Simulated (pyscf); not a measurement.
Routes from H₃C–O–AlH₂

Candidate steps break at most two bonds and form at most two. Each was searched with GFN2-xTB (tblite) first. Structures and frequencies: ωB97X-D3(BJ)/def2-SVP in PySCF. Correlated levels are frozen-core, on RHF or UHF. ΔMP2 is the change of the MP2 total energy from the triple- to the quadruple-zeta basis. Energies: CCSD(T)/def2-TZVPP + ΔMP2(QZVPP), kcal/mol, from the reactant's lowest minimum found, singlet surface.

| products | type | ΔE‡ | ΔE | ΔG‡ 298 K | ΔG‡ 900 K | ν‡ (cm⁻¹) |
|---|---|---|---|---|---|---|
| CH₄ + O=AlH | elimination | 91.1 | +27.8 | 89.0 | 89.5 | 1289i |
| H₃C–AlH–OH | concerted two-bond exchange | 108.6 | -25.6 | 104.0 | 103.4 | 1381i |

Under all of these lies the exit to H₃C–O–Al [singlet] + H₂ (barrier +81.2 kcal/mol at ωB97M-D3(BJ)). Plain bond fissions and candidates not yet searched are not listed, and one of them may be faster. Each barrier is that of the saddle found; lower ones may exist. A restricted solution here is unstable towards spin polarisation, so biradical character is likely and single-reference numbers are less safe. The CCSD(T) − MP2 part came from Ansatz, without density fitting, on the same reference. The largest closed-shell T1 diagnostic is 0.032, which may signal static correlation.
